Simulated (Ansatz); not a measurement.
Worked example: correlation energy of [H···H···F], doublet

Geometry: a point of a hydrogen-transfer path between rigid fragments, not a stationary point.

```yaml
atoms:
  - { symbol: H, position_ang: [0.0000, 0.0000, -1.0070] }
  - { symbol: H, position_ang: [0.0000, 0.0000, -0.1220] }
  - { symbol: F, position_ang: [0.0000, 0.0000, 1.1290] }
```

Basis cc-pVDZ; Ansatz 0.2.0. Correlated methods freeze the noble-gas cores, which leaves 9 electrons in 23 orbitals. Prefix R: restricted or restricted open-shell reference; prefix U: unrestricted.

Full CI is exact within this basis and frozen core; it isn't the basis-set limit. The frozen core follows each run's orbitals, which can shift R against U totals by a few meV.

Runs differ by some tens of microhartree through their thresholds and, for an open shell, their frozen cores, so steps under 0.1 kcal/mol mean nothing.

```json
{"level": "UHF", "total energy (hartree)": "-100.469098"}
{"level": "UMP2", "total energy (hartree)": "-100.661048"}
{"level": "UCCSD", "total energy (hartree)": "-100.681485"}
{"level": "UCCSD(T)", "total energy (hartree)": "-100.683854"}
{"level": "UCCSDT", "total energy (hartree)": "-100.684106"}
{"level": "UCCSDT(Q)", "total energy (hartree)": "-100.684506"}
{"level": "UCCSDTQ", "total energy (hartree)": "-100.684500"}
{"level": "full CI", "total energy (hartree)": "-100.684500"}
```

Q: What is the correlation energy at full CI, and what share of it do UMP2 and UCCSDT recover?

A: E(corr) = -100.684500 − (-100.469098) = -0.215402 hartree = -5.861 eV. UMP2: -0.191950 / -0.215402 = 89.11 %. UCCSDT: -0.215008 / -0.215402 = 99.82 %.

Q: By how many kcal/mol does UCCSD(T) miss full CI (1 hartree = 627.509 kcal/mol), and which steps make up the rest?

A: -100.683854 − (-100.684500) = 0.000646 hartree = 0.41 kcal/mol. Steps: UCCSDT − UCCSD(T) = -0.16, UCCSDT(Q) − UCCSDT = -0.25, UCCSDTQ − UCCSDT(Q) = 0.00, full CI − UCCSDTQ = 0.00 kcal/mol. That is within 1 kcal/mol of the reference in this basis, which itself misses far more of the correlation at the basis-set limit.
